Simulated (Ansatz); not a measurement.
Predict the output of the script below (Ansatz's Python interface).

`ch4bcl.py`
```python
'''Active-space calculation on CH4BCl.'''

import ansatz as az

geometry_ang = [
    ('C', [-0.5887, 0.3177, -0.1254]),
    ('B', [0.7691, -0.3527, 0.003]),
    ('Cl', [1.0585, -1.4944, 1.3982]),
    ('H', [-1.3582, -0.3946, -0.2365]),
    ('H', [-0.638, 1.002, -1.0565]),
    ('H', [-0.8301, 0.9997, 0.7602]),
    ('H', [1.6486, -0.1457, -0.7886]),
]
system = az.Crystal.molecule()
for symbol, xyz in geometry_ang:
    system = system.atom(symbol, xyz)

model = system.calculation().basis(gaussian='cc-pVDZ').correlation(active_electrons=4, active_orbitals=5)
for method in [None, 'sc_nevpt2']:
    r = (model if method is None else model.correlation(method)).run(threads=1, pin='off').report
    space = r['configurations']
    state = space['states'][0]
    print(method or 'casscf', f'total {r["free_energy_ev"] / 27.211386246:.6f} Ha, active-space state {state["energy"]["hartree"]:.6f} Ha, mean field {r["reference_energy_ev"] / 27.211386246:.6f} Ha')
    print('  determinants', state['n_determinants'], ' natural occupations', [round(n, 3) for n in space['natural_occupations']])
print('effectively unpaired electrons, sum of min(n, 2 - n):', round(sum(min(n, 2 - n) for n in space['natural_occupations']), 3))
```

Running `python ch4bcl.py` prints:
```text
casscf total -524.466563 Ha, active-space state -524.466563 Ha, mean field -524.423604 Ha
  determinants 100  natural occupations [1.978, 1.973, 0.023, 0.021, 0.006]
RunWarning: the results are in doubt because another end's mean lies 0.011 eV lower, and its corrected mean 0.015 eV higher
sc_nevpt2 total -524.786033 Ha, active-space state -524.466141 Ha, mean field -524.423604 Ha
  determinants 100  natural occupations [1.979, 1.972, 0.022, 0.021, 0.005]
effectively unpaired electrons, sum of min(n, 2 - n): 0.098
```
(Warnings from the package without file and line.)

Reading the output:
- Total energies depend on the basis set; only differences at equal settings carry meaning.
- The geometry is a force-field or estimated start, not a minimum of this method, and the basis set is short of its limit. The active space starts as a window about the frontier orbitals and is then optimised, not chosen by chemistry.
- A lower CASSCF solution was found and passed over, so the printed active-space state isn't the lowest.
- Wall time of the script: 11 s on 1 thread of Arm Neoverse V2, with other jobs on the host, peak memory 0.18 GiB.

(Lines on the test bed's own set-up are left out of the output.)
